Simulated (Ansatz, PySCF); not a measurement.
This Ansatz (an electronic-structure program) input computes a BLYP/def2-TZVPD energy:

Ansatz 0.2 input:
```yaml
crystal:
  periodic: [false, false, false]
  atoms:
    - {symbol: C, position_ang: [-0.10644814, 0.00012443, 0.65826033]}
    - {symbol: C, position_ang: [-0.01250920, 1.23540580, -0.20866068]}
    - {symbol: C, position_ang: [-0.01309094, -1.23546271, -0.20828770]}
    - {symbol: H, position_ang: [0.75140505, 0.00002762, 1.35496915]}
    - {symbol: H, position_ang: [0.06818934, 2.15573248, 0.38660255]}
    - {symbol: H, position_ang: [0.06717427, -2.15564754, 0.38725335]}
    - {symbol: H, position_ang: [0.85621810, 1.26051106, -0.94069973]}
    - {symbol: H, position_ang: [-0.90284048, 1.36033553, -0.84804432]}
    - {symbol: H, position_ang: [-0.90348099, -1.36016621, -0.84763366]}
    - {symbol: H, position_ang: [0.85562439, -1.26119803, -0.94031908]}
basis:
  gaussian:
    orbitals: def2-TZVPD
hamiltonian:
  xc: {name: BLYP}
total_charge: -1
output: {forces: true}
```

Task: Write an input for the same energy in PySCF and say what it gives.

Result: 
```python
from pyscf import gto, scf, dft

mol = gto.M(
    atom='''
    C    -0.10644814    0.00012443    0.65826033
    C    -0.01250920    1.23540580   -0.20866068
    C    -0.01309094   -1.23546271   -0.20828770
    H     0.75140505    0.00002762    1.35496915
    H     0.06818934    2.15573248    0.38660255
    H     0.06717427   -2.15564754    0.38725335
    H     0.85621810    1.26051106   -0.94069973
    H    -0.90284048    1.36033553   -0.84804432
    H    -0.90348099   -1.36016621   -0.84763366
    H     0.85562439   -1.26119803   -0.94031908
    ''',
    basis='def2-tzvpd',
    charge=-1,
    spin=0,
    verbose=4,
)

mf = dft.RKS(mol, xc='blyp').density_fit(auxbasis='def2-universal-jkfit')
mf.grids.level = 3
mf.conv_tol = 1e-9
mf.max_cycle = 100
mf.max_memory = 1500
mf.kernel()
if not mf.converged:
    mf = mf.newton()
    mf.kernel(mf.make_rdm1())
mf.analyze()
```
It gives -118.42939 Eh, and Ansatz -118.42925 Eh, a difference of 0.14 mEh, from the treatment of integrals and grids.

It need not be the lowest isomer of its formula. Whether it binds its extra electron was not tested at this geometry.
